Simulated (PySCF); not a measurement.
## Two-dimensional NMR puzzle

Compound of formula C₅H₁₀O. Correlations simulated from computed shifts and the bond graph:

HSQC (one-bond C–H):
| δH | δC |
| --- | --- |
| 2.35 | 39.7 |
| 1.10 | 9.5 |

COSY cross peaks (H two or three bonds apart, from the bond graph; peaks can be absent where the dihedral angle is near 90°):
| δH | δH |
| --- | --- |
| 2.35 | 1.10 |

HMBC (two and three bonds, from the bond graph):
| δH | δC |
| --- | --- |
| 2.35 | 215.4, 39.7, 9.5 |
| 1.10 | 215.4, 39.7 |

Carbons without hydrogens: δ 215.4.

Averaged over atoms made equivalent by symmetry, fast rotation or ring inversion, gas phase, one computed conformer, relativity neglected. GFN2-xTB geometry; PBE0/pcSseg-1 with gauge-including orbitals; PySCF.

Scale: 1H (31.72 ppm) and 13C (186.93 ppm) against TMS (reference shieldings calculated alike).

Exchangeable hydrogens are left out of these lists.

Task: Assemble the structure.

Result: `CCC(=O)CC`.

Atom-mapped SMILES (the numbers label the heavy atoms): `[CH3:1][CH2:2][C:3](=[O:4])[CH2:5][CH3:6]`. Hydrogens are named by the atom that carries them.

- δC 215.4 is C3, a ketone carbonyl carbon.
- δC 39.7 is C2/C5, an sp3 CH2 α to a carbonyl (δH 2.35).
- δC 9.5 is C1/C6, a methyl carbon (δH 1.10).
- HMBC from δH 2.35 reaches the proton-free carbon C3.
- HMBC from δH 1.10 reaches the proton-free carbon C3.
- COSY links 2.35–1.10.

This is the structure that produced the data.

Shifts are as computed. Against solution values, carbons near 30 ppm lie about +3 ppm off and those near 130 ppm about +5 ppm. Of 246 compounds with measured shifts, 49 miss one by over three times the rms of a fit or turn the order of signals round; such compounds aren't used in these exercises.
